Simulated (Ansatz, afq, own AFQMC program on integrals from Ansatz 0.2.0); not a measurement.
AFQMC on a folder of integrals that Ansatz 0.2.0 wrote.

```yaml
crystal:
  periodic: [false, false, false]
  atoms:
    - {symbol: C, position_ang: [0.018686, -0.038494, 0.038839]}
    - {symbol: H, position_ang: [0.383336, 0.711497, 0.786819]}
    - {symbol: H, position_ang: [-0.355513, -0.783539, 0.787048]}
    - {symbol: H, position_ang: [-0.640936, 1.320412, -1.332245]}
    - {symbol: H, position_ang: [0.390456, -0.789667, -0.704437]}
basis:
  gaussian: {orbitals: 6-31G}
total_charge: 1
magnetization: {spin_polarized: true, initial_magnetization: 1}
correlation: {method: ccsd_t, electrons: outside_noble_gas, hamiltonian_folder: ham}
```

```sh
$ ansatz run in.yaml --threads 1 --pin off --events-out ev --progress --plain --max-ram 16896MiB --backend cuda --devices 0, --max-vram 18GiB
```

afq runs on the folder ham with

```
--method phaseless --trial cisd --walkers 4000 --populations 20 --least-time 60 --time-step 0.005 --steps-per-block 50 --equilibration-blocks 40 --max-blocks 4000 --target-error 0.00032 --factor-cut 1e-05 --start spin_pure --seed 5943 --release-times 0.24,0.51,0.99,1.62,2.4 --release-step 0.03 --release-every 3 --taylor-order 6
```

Times are imaginary, in 1/Eh. The walk had a cap of 122 s. With eight or more populations the least sampling time is a fifth of least-time, and the error comes from their spread.

afq prints:

```
orbitals 16  electrons 4 3  factors 102 of 255
reference energy -39.66080482 Eh
CCSD correlation -0.09677343 Eh in 15 cycles, weight of the determinant in the CISD state 0.9284
energy of the start -39.757230 Eh
 block  time / (1/Eh)  mean weight  energy / Eh
     1     0.250  1.0001  -39.756912
     2     0.500  1.0000  -39.757401
     3     0.750  1.0000  -39.757805
     4     1.000  0.9998  -39.758430
     5     1.250  0.9999  -39.758448
    10     2.500  0.9999  -39.758922
    15     3.750  1.0000  -39.758672
    19     4.750  0.9999  -39.759070
    29     7.250  1.0000  -39.759225
    39     9.750  1.0001  -39.758971
    49    12.250  1.0000  -39.759173
    59    14.750  1.0001  -39.760145
    69    17.250  0.9999  -39.759298
    79    19.750  1.0002  -39.759220
    89    22.250  0.9998  -39.758962
error from the spread of 20 populations
released: time / (1/Eh)  energy / Eh  error  mean overlap
  0.24  -39.759423  0.000053  1.0034
  0.51  -39.759509  0.000047  1.0043
  0.99  -39.759582  0.000038  1.0044
  1.62  -39.759592  0.000030  1.0048
  2.40  -39.759792  0.000046  1.0045
energy -39.759417 +/- 0.000042 Eh
(rows thinned)
```

The run passed its tests (sampling time, drift between the halves within three errors, error under three times the target), which doesn't prove that it has relaxed. The second half of the sampling lies above the first by 1.7 errors of their difference, so the energy may still be moving and its error bar be too small.

Against this walk (error 1.2 meV) on the same determinant: CCSD(T) 10.2 meV higher, CCSDT(Q) 9.8 meV lower, CCSDTQ 10.2 meV lower, full CI 10.4 meV lower. The error is statistical and leaves out the bias of the constraint. The released energies are still falling (meV from the phaseless value at times in 1/Eh: -0.2 ± 1.4 at 0.24, -2.5 ± 1.3 at 0.51, -4.5 ± 1.0 at 0.99, -4.7 ± 0.8 at 1.62, -10.2 ± 1.2 at 2.40), so they give no level; they do show a bias of the constraint, and the last of them that isn't too noisy lies 0 meV above full CI. Full CI is exact here, so the walk's 10 meV above it is the walk's own error: the bias of the constraint with this trial, or a walk that hasn't relaxed.

Cautions: constraint bias not in the error.

The walk took 38 s on 1 × NVIDIA H100 80GB HBM3 with 2 threads of AMD EPYC 7R13 Processor (Zen 3), on a shared host (the card was shared). The log's last line is the phaseless energy.

CCSDT and higher add their correlation energy to the determinant of the CCSD(T) run, since their own runs factorise the integrals more tightly (a shift of under 2 meV). A walk keeps the symmetry of its determinant, which the program's search chose and which needn't be the lowest solution, so a lower state of the same spin and another symmetry isn't excluded.
